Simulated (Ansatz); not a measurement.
# Several solutions for doublet O₂(+)

```xyz
2

O     0.0000    0.0000    0.0000
O     0.0000    0.0000    1.3440
```

Basis set: 6-31G (spherical functions). Charge 1, multiplicity 2.

UHF was run from several starts with Ansatz (development build ahead of 0.2.0).

```json
{"run": "A", "program": "Ansatz", "start": "stability test followed", "converged": "yes", "energy (hartree)": "-149.06779", "<S²>": "1.70"}
{"run": "B", "program": "Ansatz", "start": "search for the lowest state", "converged": "yes", "energy (hartree)": "-149.06779", "<S²>": "1.70"}
{"run": "C", "program": "Ansatz", "start": "atomic start, no search", "converged": "yes", "energy (hartree)": "-148.95674", "<S²>": "0.76"}
```

Task: Which runs reached the lowest solution of this kind, and what is wrong with the others?

Result: A, B reached the lowest solution found. Converged but too high: C by 3.02 eV. Convergence only shows a stationary point, and even a stable one can lie too high; stability tests and further starts are what find lower ones. Caution: the unrestricted determinant is a mixture of spin states.
